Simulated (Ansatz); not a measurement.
C3H5FOS (`FC1(S)CCO1`), one more setting.

```yaml
crystal:
  periodic: [false, false, false]
  atoms:
    - {symbol: F, position_ang: [1.124338, -1.577480, -0.126690]}
    - {symbol: C, position_ang: [0.664317, -0.372457, 0.200146]}
    - {symbol: S, position_ang: [1.355260, -0.090214, 1.787735]}
    - {symbol: C, position_ang: [-0.975893, -0.261135, 0.083999]}
    - {symbol: C, position_ang: [-0.745740, 0.637259, -0.878047]}
    - {symbol: O, position_ang: [0.743027, 0.821142, -0.916735]}
    - {symbol: H, position_ang: [2.588355, 0.206236, 1.070959]}
    - {symbol: H, position_ang: [-1.375641, -1.358355, -0.204053]}
    - {symbol: H, position_ang: [-1.336698, -0.386522, 1.334272]}
    - {symbol: H, position_ang: [-1.008272, 0.713582, -1.664825]}
    - {symbol: H, position_ang: [-0.797706, 1.620293, -0.281748]}
basis:
  gaussian: {orbitals: pcseg-2}
hamiltonian: {xc: {name: r2SCAN0}}
output: {forces: true}
```

```sh
$ ansatz run in.yaml --threads 4 --pin off --events-out ev --progress --plain --max-ram 10444MiB
```

Shortened log:

```
Functional definition: r2SCAN0
1328 factors; their error is unknown
mean field evaluation 1: about -18774.5028 eV, gradient 6.0e1 eV
mean field evaluation 2: about -18767.1597 eV, gradient 8.2e1 eV
mean field evaluation 4: about -18782.3639 eV, gradient 7.2e0 eV
mean field evaluation 8: about -18782.4580 eV, gradient 1.8e-1 eV
mean field evaluation 16: about -18782.5149 eV, gradient 6.4e-4 eV
mean field -18782.51492720 eV, -690.2446923287 hartree, gradient 6.2e-5 eV, S^2 0.000000; 0 other end points of the search recorded, 0 dependent functions left out
reference -18782.51493819 eV, -690.2446927327 hartree; 28, 28 occupied and 226, 226 virtual orbitals, 1328 factors
Total energy: -18782.51493819 eV, -690.2446927327 hartree
Atom 0 at     1.124338    -1.577480    -0.126690 Å, force     0.263212    -0.001104    -1.799782 eV/Å
Atom 1 at     0.664317    -0.372457     0.200146 Å, force    -2.484127     1.149091    -1.001232 eV/Å
Atom 2 at     1.355260    -0.090214     1.787735 Å, force     2.428155     1.808471    -0.998899 eV/Å
Atom 3 at    -0.975893    -0.261135     0.083999 Å, force     0.887793   -10.927240     7.167724 eV/Å
Atom 4 at    -0.745740     0.637259    -0.878047 Å, force     7.648717     8.746061    15.597514 eV/Å
Atom 5 at     0.743027     0.821142    -0.916735 Å, force    -0.001388    -5.361144     2.474275 eV/Å
Atom 6 at     2.588355     0.206236     1.070959 Å, force    -1.658057    -0.468583     1.632005 eV/Å
Atom 7 at    -1.375641    -1.358355    -0.204053 Å, force     1.084421     2.468646     0.065897 eV/Å
Atom 8 at    -1.336698    -0.386522     1.334272 Å, force     0.369409     2.064731    -3.942798 eV/Å
Atom 9 at    -1.008272     0.713582    -1.664825 Å, force    -6.874727     1.012308   -17.548309 eV/Å
Atom 10 at    -0.797706     1.620293    -0.281748 Å, force    -1.663409    -0.491237    -1.646394 eV/Å
Dipole moment:    -0.338868    -0.041464     0.109456 e Å
```

It took 6.5 s on 4 threads of an Arm Neoverse V2 on a shared host, with 0.77 GiB of host memory at the peak.
